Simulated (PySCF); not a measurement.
Compound: epifluorohydrin, C3H5FO.
Numbering: `[F:1][CH2:2][C@@H:3]1[CH2:4][O:5]1` (hydrogens: H6, H7 on C2; H8 on C3; H9, H10 on C4)

Method: PySCF 2.14.0, PBE0-D3(BJ)/def2-SVP geometry optimisation, gas phase.

Q: List the bond lengths, angles and torsions at this level.

A: 
```tsv
bond	length (pm)	order
F1–C2	137.0	single
C2–C3	150.1	single
C3–C4	146.2	single
C4–O5	141.1	single
C3–O5	140.8	single
C2–H6	110.3	single
C2–H7	110.4	single
C3–H8	110.0	single
C4–H9	109.8	single
C4–H10	109.7	single
```

Orders are formal, as drawn. A selection of angles:
```tsv
angle	degrees
F1–C2–C3	110.0
F1–C2–H6	109.8
F1–C2–H7	108.8
C3–C2–H6	109.5
C3–C2–H7	110.4
H6–C2–H7	108.3
C2–C3–C4	121.2
C2–C3–O5	115.3
C2–C3–H8	115.2
C4–C3–O5	58.9
C4–C3–H8	118.5
O5–C3–H8	115.4
C3–C4–O5	58.6
C3–C4–H9	119.4
C3–C4–H10	119.4
O5–C4–H9	115.8
O5–C4–H10	115.7
H9–C4–H10	115.4
C3–O5–C4	62.5
```

Dihedral angles: F1–C2–C3–C4 -93° (anticlinal); C2–C3–C4–O5 -103° (anticlinal); C2–C3–O5–C4 113° (anticlinal).

The C–C distances run from 1.462 Å (C3–C4, drawn single) to 1.501 Å (C2–C3, drawn single), a spread of 0.039 Å. Of the pairs four or more bonds apart, H6···H9 is among the closest relative to their van der Waals radii: 2.51 Å, 104 % of the sum of Bondi's values. The 3-membered ring C3–C4–O5 has internal angles of 58.6° to 62.5°.

Point group: C1 (no symmetry element, even within 0.4 Å). Whether it is a minimum is left open (no frequencies). One conformer, not necessarily the lowest.
